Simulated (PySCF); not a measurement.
Fill in the blanks.

Compound: 2-ethylacrolein, C₅H₈O.
SMILES: `C=C(C=O)CC`

Conformer (atom-mapped SMILES and torsion angles): `[CH2:1]=[C:2]([CH:3]=[O:4])[CH2:5][CH3:6]`: C1–C2–C3–O4 -179°, C1–C2–C5–C6 -107°.

```tsv
property	level	value
point group	PBE0-D3(BJ)/def2-SVP	?
rotational constants A, B, C	PBE0-D3(BJ)/def2-SVP	?
dipole moment	CAM-B3LYP/def2-SVPD	?
HOMO energy	CAM-B3LYP/def2-SVPD	-9.05 eV
LUMO energy	CAM-B3LYP/def2-SVPD	-0.67 eV
lowest singlet excitation	TDDFT CAM-B3LYP/def2-SVPD	3.88 eV (320 nm, f = 0.000)
strongest line among the 10 lowest singlet transitions	TDDFT CAM-B3LYP/def2-SVPD	?
lowest triplet excitation (Tamm–Dancoff)	TDA CAM-B3LYP/def2-SVPD	3.34 eV
static isotropic polarisability	CAM-B3LYP/def2-SVPD	65.7 au
vertical ionisation energy	ΔSCF CAM-B3LYP/def2-SVPD	9.88 eV
electronic spatial extent ⟨r²⟩ about the centre of nuclear charge	CAM-B3LYP/def2-SVPD	?
13C chemical shifts (computed TMS as zero) by class	GIAO PBE0/pcSseg-1	?
1H chemical shifts (computed TMS as zero) by class	GIAO PBE0/pcSseg-1	9.48 (1 H), 6.52 (1 H), 6.02 (1 H), 2.20 (2 H), 1.07 (3 H) ppm
isotropic shieldings of nuclei other than C and H, by class	GIAO PBE0/pcSseg-1	-349 (1 O) ppm
largest of the computed one-bond spin–spin couplings (means over like bonds)	B3LYP/pcJ-1, spin–dipole term left out	13C–1H +177.1, 13C–1H +169.9, 13C–1H +166.5, 13C–1H +134.7 (×3), 13C–1H +134.1 (×2), 13C–13C +75.2, 13C–13C +51.6, 13C–13C +45.8 Hz
core binding energies	ΔSCF SCAN, pcX-2 on the ionised atom, pcseg-1 elsewhere, spin-free X2C	?
```

Electronic properties: PySCF, gas phase, density fitting. Isolated species at its PBE0-D3(BJ)/def2-SVP geometry (one conformer only). NMR classes are plain means over equivalent atoms (diastereotopic ones count apart unless rotation or inversion swaps them), as if these changed places fast; in this geometry the members of some classes differ.

Give the core binding energies.

C1s 290.6, C1s 290.8, C1s 290.9, C1s 291.1, C1s 293.2, O1s 537.7 eV.

The point group?

C1.

Give the strongest line among the 10 lowest singlet transitions.

S2 at 6.06 eV (205 nm, f = 0.319).

The rotational constants A, B, C?

4.080, 3.529, 2.111 GHz.

Give the 13C chemical shifts (computed TMS as zero) by class.

197.0 (1 C), 160.7 (1 C), 142.3 (1 C), 27.1 (1 C), 16.0 (1 C) ppm.

What is the electronic spatial extent ⟨r²⟩ about the centre of nuclear charge?

623 bohr².

The dipole moment?

3.00 D.

The ΔSCF ionisation energy exceeds −ε(HOMO) by 0.83 eV with CAM-B3LYP. The principal polarisabilities are 49.5, 65.4 and 82.2 au; their mean is the isotropic value. The rotational constants make it an asymmetric top with κ = (2B − A − C)/(A − C) = 0.44, nearer the oblate limit (+1). With B = h/(8π²I), that is 505.379 GHz u Å² over I, the principal moments of inertia are 123.9, 143.2 and 239.4 u Å² (most abundant isotopes). The polarisability is 9.73 Å³ as a volume (1 au = 0.148185 Å³), or 1.43 au for each of the 46 electrons.
